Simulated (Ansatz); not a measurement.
Input file:

```yaml
crystal:
  periodic: [false, false, false]
  atoms:
    - {symbol: Al, position_ang: [0.000000, 0.000000, 2.419367]}
    - {symbol: Al, position_ang: [0.000000, 0.000000, -0.261933]}
    - {symbol: C, position_ang: [0.000000, 0.000000, -2.157433]}
basis:
  gaussian: {orbitals: cc-pVDZ}
total_charge: 1
magnetization: {spin_polarized: true, initial_magnetization: 3}
correlation: {method: ccsdt_q, electrons: outside_noble_gas}
```

```sh
$ ansatz run in.yaml --threads 1 --pin off --events-out ev --progress --plain --max-ram 2393MiB
```

Log:

```
911 factors; integrals over basis functions are off by at most 1.9e-7 eV
mean field evaluation 1: about -14178.5093 eV, gradient 2.4e1 eV
mean field evaluation 2: about -14178.5120 eV, gradient 2.4e1 eV
mean field evaluation 4: about -14184.8505 eV, gradient 4.2e0 eV
mean field evaluation 8: about -14185.9681 eV, gradient 3.2e-1 eV
mean field evaluation 16: about -14185.9728 eV, gradient 2.3e-6 eV
mean field evaluation 32: about -14185.9675 eV, gradient 2.1e-1 eV
mean field evaluation 64: about -14182.9658 eV, gradient 1.6e0 eV
mean field evaluation 96: about -14184.3214 eV, gradient 5.7e-2 eV
mean field evaluation 128: about -14184.3215 eV, gradient 4.3e-2 eV
mean field evaluation 160: about -14184.3921 eV, gradient 3.2e-1 eV
...
cycle  16  -4.96851075 eV  change    2.2e-5 eV  update   8.4e-5
cycle  17  -4.96848843 eV  change    2.2e-5 eV  update   5.4e-5
cycle  18  -4.96848249 eV  change    5.9e-6 eV  update   6.3e-5
cycle  19  -4.96848937 eV  change   -6.9e-6 eV  update   3.6e-5
cycle  20  -4.96849853 eV  change   -9.2e-6 eV  update   4.6e-5
cycle  21  -4.96850489 eV  change   -6.4e-6 eV  update   2.8e-5
cycle  22  -4.96850621 eV  change   -1.3e-6 eV  update   5.9e-6
cycle  23  -4.96850640 eV  change   -2.0e-7 eV  update   5.6e-6
cycle  24  -4.96850643 eV  change   -3.2e-8 eV  update   1.5e-6
cycle  25  -4.96850635 eV  change    8.7e-8 eV  update   1.1e-6
perturbative correction -0.01369414 eV, -0.0005032503 hartree
Total energy: -14190.95499785 eV, -521.5079771961 hartree
```

Ran on 1 thread of Arm Neoverse V1, shared host: 31 s wall, 0.29 GiB peak host memory.
